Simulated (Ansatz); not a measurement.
This Ansatz (an electronic-structure program) input (CCSD(T)/cc-pVTZ) gives -93.27480 Eh with 74 basis functions.

Ansatz 0.2 input:
```yaml
crystal:
  periodic: [false, false, false]
  atoms:
    - {symbol: C, position_ang: [-0.00000000, -0.00000000, -0.49689011]}
    - {symbol: N, position_ang: [0.00000000, 0.00000000, 0.64927938]}
    - {symbol: H, position_ang: [-0.00000000, -0.00000000, -1.56361504]}
basis:
  gaussian:
    orbitals: cc-pVTZ
magnetization: {spin_polarized: false}
correlation: {method: ccsd_t, electrons: outside_noble_gas}
```

Change:
```diff
- orbitals: cc-pVTZ
+ orbitals: aug-cc-pVDZ
```

What does the run give now?

-93.20266 Eh (CCSD(T)/aug-cc-pVDZ, 55 functions), a change of +72.14 mEh.
